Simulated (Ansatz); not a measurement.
Compare A (`COC=N`) with its isomer B (`NC1CO1`).

Computed with Ansatz on PBE0-D4/def2-TZVP structures; ΔE is electronic, products minus reactants. CBS: MP2 limit from def2 TZ/QZ plus the TZ coupled-cluster correction, frozen cores. DFT in def2-TZVPP. B3LYP here is the variant with VWN-RPA as its local correlation; programs differ in this. One conformer a species, not always the lowest.

Which isomer does CCSD(T)/CBS put lower? Give the gap. (Best estimate.)

Computed: A, by 15.1 kcal/mol.

Give E(B) − E(A) in kcal/mol with B3LYP, PBE-D4, CCSD/def2-TZVPP, CCSD(T)/def2-TZVPP, HF/def2-TZVPP, B2PLYP, BLYP-D4. (Best estimate.)

The calculation gave: B3LYP 17.5, PBE-D4 13.8, CCSD/def2-TZVPP 15.5, CCSD(T)/def2-TZVPP 15.7, HF/def2-TZVPP 19.8, B2PLYP 16.9, BLYP-D4 18.9. None reverses the order clearly.

Does the order hold for the free energy at 298.15 K (harmonic terms from PBE0-D4)? (An estimate is asked.)

The calculation gave: Yes: G(B) − G(A) = +15.8 kcal/mol, for one conformer each.

Largest T1 diagnostic: 0.014.

From r2SCAN to r2SCAN0 (25 % exact exchange), in def2-TZVPP and without D4, E(B) − E(A) moves by −1.1 kcal/mol. At CCSD(T), def2-SVP lies +2.6 kcal/mol from the extrapolated value and def2-TZVPP +0.6 kcal/mol.
